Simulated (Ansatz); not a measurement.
# Which isomer of C2O3 gives these data?

These gas-phase data were calculated for one isomer of C2O3 at B3LYP/6-31G* (harmonic, unscaled wavenumbers; equilibrium rotational constants with average atomic masses):

- rotational constants: 19.18, 4.132, 3.399 GHz
- all wavenumbers above 1500 cm⁻¹: 2154, 1896
- dipole moment: 0.01 D (PBE0/def2-TZVPD)

Candidates:

(1) `O=C1OC1=O`, a singlet
(2) `O=C1O[C]O1`, a singlet

Which candidate do the data belong to? Where the bands don't settle it, estimate the moments of inertia from typical bond lengths.

Candidate (1). The rotational constants decide: (2) would give 15.75, 6.323, 4.511 GHz.

The same quantities for all candidates:

```
     rotational constants (GHz)  wavenumbers above 1500 cm⁻¹  dipole (D)  E above the lowest, B3LYP/6-31G* (kcal/mol)
(1)         19.18, 4.132, 3.399                   2154, 1896        0.01                                          0.0
(2)         15.75, 6.323, 4.511                         2050        0.26                                         24.0
```

Programs: Ansatz 0.2.0.
